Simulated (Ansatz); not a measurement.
# Active spaces for C3H7N2 (charge +1), singlet

Calculated in Ansatz's Gaussian-basis code; CASPT2, NEVPT3, NEVPT4(SD) by development code. Basis cc-pVTZ, nonrelativistic, 5 orbitals frozen in the corrections. State-specific CASSCF; RHF is the lowest restricted (open-shell) Hartree–Fock solution met. Letters tell apart solutions met in one space. No symmetry is imposed, so a solution can break that of the shape. The lowest solution met needn't be the lowest there is, nor hold the orbitals that a chemist would pick.

Geometry:

```xyz
12

N    -0.0116   -2.3827    0.1670
C     0.0086   -1.1740   -0.3755
C    -0.0150   -0.0003    0.3318
C     0.0001    1.2087   -0.3747
N     0.0106    2.3939    0.1486
H    -0.0154   -2.5321    1.1623
H    -0.0028   -1.1577   -1.4733
H     0.0053    0.0165    1.4417
H     0.0086    1.1776   -1.4698
H    -0.0165    2.5312    1.1695
H     0.0155   -3.2177   -0.4121
H    -0.0147    3.2436   -0.4142
```

CASSCF less RHF, in eV, and natural occupations:

| CAS | CASSCF | occupations |
| --- | --- | --- |
| (6,5) a | -1.345 | 2.00, 1.98, 1.97, 0.04, 0.02 |
| (6,5) b | -1.216 | 2.00, 1.98, 1.97, 0.03, 0.02 |

(1) What totals less RHF do the corrections give on each solution?

(2) In CAS(6,5), is the solution lowest in CASSCF also lowest after SC-NEVPT2?

(3) Roughly how much CPU time does a whole run from the default start take (median of such runs, summed over threads; nearly all runs on one pinned thread of a shared server, mostly Xeon at 2.3 to 2.6 GHz, by a development driver)?

Answers

(1) 

```json
{"CAS": "(6,5) a", "SC-NEVPT2": "-23.538", "FIC-NEVPT2": "-23.613", "NEVPT3": "-24.795", "NEVPT4(SD)": "-25.533", "CASPT2 (IPEA 0)": "-24.024"}
{"CAS": "(6,5) b", "SC-NEVPT2": "-23.618", "FIC-NEVPT2": "-23.668", "NEVPT3": "-24.779", "NEVPT4(SD)": "-25.518", "CASPT2 (IPEA 0)": "-24.028"}
```

(2) No: (6,5) b is lowest after SC-NEVPT2, 0.08 eV under (6,5) a, which leads in CASSCF.

(3) CAS(6,5) a: about 3 min. Other jobs ran beside these, and the count of passes differs.
